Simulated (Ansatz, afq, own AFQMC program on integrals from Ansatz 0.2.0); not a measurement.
# AlSiH, triplet → AlSiH⁺, doublet

```xyz
3

Si    0.0000   -0.0360    1.1654
Al    0.0000   -0.0118   -1.2249
H     0.0000    1.3177    0.3154
```

Connectivity, by distances: SiH–Al.

E(doublet, charge +1) − E(triplet, charge +0) at this geometry, on UHF and UHF determinants.

Basis 6-31G. Only valence electrons are correlated. Ansatz 0.2.0 and our own AFQMC program on the same integrals; the CISD trial comes from CCSD amplitudes, and released means the phaseless constraint is let go. Error bars are statistical, one sigma. The errors of all members are added in quadrature.

Full CI on the same integrals is exact in this basis and with this determinant's frozen core.

Errors are counted within 6-31G, not against nature.

Cautions: AlSiH (triplet): the released energies have errors that jump between times, so the bars are unsure, so no released level is given (meV from the phaseless value at times in 1/Eh: -2.6 ± 0.8 at 0.24, -5.2 ± 0.6 at 0.51, -7.7 ± 0.5 at 0.99, -5 ± 7 at 1.62, -12.1 ± 0.5 at 2.40), its ph-AFQMC/CISD value lies 15.8 ± 0.7 meV above full CI; AlSiH⁺ (doublet): the search met a lower determinant of the same kind, perhaps of another symmetry (232 meV lower), and this one is a saddle point, strong correlation (T1 0.085, weight of the determinant 0.79, largest double 0.14), unrestricted determinant spin contaminated (⟨S²⟩ 0.88 against 0.75), the released energy hasn't reached full CI (23 meV above it at 2.40 1/Eh), so no released level is given (meV from the phaseless value at times in 1/Eh: -2 ± 4 at 0.24, -3 ± 3 at 0.51, -5.5 ± 2.3 at 0.99, -7.1 ± 2.1 at 1.62, -6 ± 3 at 2.40), its ph-AFQMC/CISD value lies 29 ± 3 meV above full CI.

Reference (full CI): 7.187 eV.

| level | vertical ionization energy (eV) | error against FCI (eV) |
| --- | --- | --- |
| HF | 7.389 | 0.202 |
| MP2 | 7.366 | 0.179 |
| CCSD | 7.213 | 0.026 |
| CCSD(T) | 7.199 | 0.012 |
| CCSDT | 7.187 | 0.001 |
| CCSDT(Q) | 7.184 | -0.003 |
| CCSDTQ | 7.187 | 0.000 |
| ph-AFQMC/HF | 7.237 ± 0.028 | 0.050 ± 0.028 |
| ph-AFQMC/CISD | 7.200 ± 0.004 | 0.013 ± 0.004 |

Correlation beyond CCSD(T) takes off 0.012 eV. The perturbative (T) step is worth −0.014 eV. Where the cautions show a poor determinant, the low rows tell how each method copes with it, not its usual error.

CCSDT and higher add their correlation energy to the determinant of the CCSD(T) run, since their own runs factorise the integrals more tightly (a shift of under 2 meV). A walk keeps the symmetry of its determinant, which the program's search chose and which needn't be the lowest solution, so a lower state of the same spin and another symmetry isn't excluded.
